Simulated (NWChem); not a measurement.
# BeH cation; SMILES [BeH+]

```xyz
2

Be     0.0000     0.0000     0.2519
H      0.0000     0.0000    -1.0905
```
Atoms are numbered in this order, from 1.

Geometry: optimised at PBE-D3(BJ)/def2-SVP.

Problem. List the 6 lowest vertical singlet excitations and the 6 lowest triplet ones from CAM-B3LYP/def2-SVP, TDA (NWChem).

Solution. 
| state | energy (eV) | oscillator strength | leading excitation (squared amplitude) |
|---|---|---|---|
| S1 | 5.45 | 0.157 | HOMO → LUMO (0.99) |
| S2 | 7.57 | 0.312 | HOMO → LUMO+1 (0.83) |
| S3 | 7.57 | 0.312 | HOMO → LUMO+2 (0.83) |
| S4 | 13.19 | 0.001 | HOMO → LUMO+3 (0.99) |
| S5 | 14.18 | 0.003 | HOMO → LUMO+4 (0.96) |
| S6 | 14.70 | 0.024 | HOMO → LUMO+5 (0.99) |
| T1 | 3.70 | spin-forbidden | HOMO → LUMO (0.99) |
| T2 | 5.77 | spin-forbidden | HOMO → LUMO+1 (0.97) |
| T3 | 5.77 | spin-forbidden | HOMO → LUMO+2 (0.97) |
| T4 | 12.11 | spin-forbidden | HOMO → LUMO+7 (0.66) |
| T5 | 12.56 | spin-forbidden | HOMO → LUMO+3 (0.84) |
| T6 | 14.01 | spin-forbidden | HOMO → LUMO+4 (0.54) |
